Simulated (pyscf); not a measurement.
**Ring opening by addition: cyclic H₄N₂Si (SMILES N1N[SiH2]1) + H atom (H•) → •HN–SiH₂–NH₂**

Gas phase, doublet surface, charge 0. Bonds broken: N1–N2. Bonds formed: N2–H6. Structures and frequencies: ωB97X-D3(BJ)/def2-SVP in PySCF. Correlated levels are frozen-core, on RHF or UHF. ΔMP2 is the change of the MP2 total energy from the triple- to the quadruple-zeta basis.

Transition state (Å):

```xyz
8

N     -0.4608    -0.9078     0.4863
N     -1.0633     0.5889     0.1734
H     -1.2404    -1.5590     0.6102
H     -2.0814     0.5063     0.0884
Si    -0.2094    -0.2639    -1.1026
H     -1.0558     2.1889     0.2616
H      1.1387     0.2161    -1.4642
H     -0.9919    -0.7647    -2.2594
```

One imaginary mode, 1044i cm⁻¹; descent along it reached the two sides named.

| bond | change | reactant side (Å) | saddle | product side |
|---|---|---|---|---|
| N1–N2 | breaks | 1.535 | 1.643 | 3.0 |
| N2–H6 | forms | 3.1 | 1.603 | 1.013 |

Electronic energies relative to the separated reactants (kJ/mol):

```tsv
level	barrier	reaction energy	reverse barrier
ωB97X-D3(BJ)/def2-TZVP	40.3	-359.1	399.3
PBE/def2-TZVP	10.6	-326.3	336.9
r²SCAN/def2-TZVP	7.3	-361.6	368.9
B3LYP-D3(BJ)/def2-TZVP	12.6	-368.1	380.7
PBE0-D3(BJ)/def2-TZVP	26.6	-351.2	377.8
M06-2X/def2-TZVP	40.5	-351.1	391.6
ωB97M-D3(BJ)/def2-TZVP	36.6	-357.5	394.0
HF/def2-TZVP	80.8	-410.8	491.6
MP2/def2-QZVPP	52.3	-330.6	382.9
CCSD/def2-TZVPP	38.4	-371.4	409.8
CCSD(T)/def2-TZVPP	31.6	-356.9	388.6
CCSD(T)/def2-TZVPP + ΔMP2(QZVPP)	30.2	-356.6	386.8
```

With CCSD(T)/def2-TZVPP + ΔMP2(QZVPP) energies and thermal terms (ideal gas, 1 atm, RRHO with modes under 100 cm⁻¹ raised to 100, one conformer, R ln 2 for chiral ones without a mode under 150 cm⁻¹), in kJ/mol:

```
T (K)   ΔH‡    ΔG‡      ΔH      ΔG
-----  ----  -----  ------  ------
298    28.0   55.1  -340.0  -316.3
600    26.7   83.2  -339.8  -292.4
900    25.6  111.7  -340.1  -268.6
1200   24.5  140.6  -340.5  -244.7
```

cyclic H₄N₂Si (SMILES N1N[SiH2]1) lies 263.7 kJ/mol over its isomer H₂N–Si:–NH₂ [singlet] (electronic energy, ωB97M-D3(BJ)). •HN–SiH₂–NH₂ lies 77.2 kJ/mol over its isomer H₂N–SiH•–NH₂ (electronic energy, ωB97M-D3(BJ)). One saddle was located; it need not be the lowest between these sides. The CCSD(T) − MP2 part came from Ansatz, without density fitting, on the same reference.
